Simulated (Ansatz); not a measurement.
Basis-set extrapolation for C2H4S, SMILES `C=CS` (PBE0-D4/def2-TZVP geometry, frozen core, Ansatz 0.2.0). Multiplicity 1, RHF reference.

```tsv
	def2-TZVPP	def2-QZVPP
HF	-475.608487	-475.623515
MP2 correlation	-0.505255	-0.541856
CCSD(T) correlation	-0.566116	-0.599258
```

Energies in hartree. Use E(X) = E(∞) + A·exp(−7.88·√X) for Hartree–Fock and E(X) = E(∞) + B·X^(−2.97) for correlation, with X = 3 and 4.

What is the CCSD(T) energy at the basis-set limit?

HF limit: -475.623515 + (-0.015028) × 0.13774 = -475.62558. Correlation limit: -0.599258 + (-0.033142) × 0.74074 = -0.62381. Total: -476.24939 hartree, 46.9 kcal/mol below CCSD(T)/def2-TZVPP.
